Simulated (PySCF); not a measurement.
## How close CCSD(T) comes to the exact answer in a basis

Each species is computed at the geometry given (Å), with frozen cores, in PySCF 2.14.0: RHF-CCSD(T) for singlets, UHF-CCSD(T) otherwise, and full CI in the same basis. The script picks the determinant by a search with trial CCSD, so it needn't be the lowest Hartree–Fock solution. States: CF⁺ triplet Π, SiH3 doublet A', SiF⁺ triplet Π. Cases whose determinant has another symmetry than full CI's state, or lies over 0.5 eV above the lowest of its kind, whose (Q) step broke down or whose higher cluster runs on it stay over 0.1 eV above full CI weren't drawn.

Question: Judging by size, spin and bonding, rank them by the size of CCSD(T)'s error in total energy against full CI in the same basis, smallest first (an estimate).
A. SiH3, doublet, 6-31G: Si 0.000 0.000 0.044; H 0.000 1.413 -0.406; H 1.224 -0.707 -0.406; H -1.224 -0.707 -0.406
B. SiF⁺, triplet, 6-31G: Si 0.000 0.000 0.000; F 0.000 0.000 1.536
C. CF⁺, triplet, 6-31G: C 0.000 0.000 0.000; F 0.000 0.000 1.207

Answer: A (8.9 meV), B (20.4 meV), C (28.5 meV).

| species | basis | correlated electrons | CCSD(T) − full CI (meV) | CCSDT(Q) − full CI (meV) | unpaired electrons (full CI) | T1 | ⟨S²⟩ of the determinant |
| --- | --- | --- | --- | --- | --- | --- | --- |
| SiH3, doublet | 6-31G | 7 | 8.9 | – | 1.02 | 0.008 | 0.76 |
| SiF⁺, triplet | 6-31G | 10 | 20.4 | – | 2.02 | 0.024 | 2.00 |
| CF⁺, triplet | 6-31G | 10 | 28.5 | – | 2.03 | 0.027 | 2.02 |

Unpaired electrons are Σ n²(2−n)² over natural occupations; an open shell counts its own unpaired electrons too. Frozen cores follow each run's orbitals, which moves totals by a few meV. A dash: (Q) wasn't run for open shells.
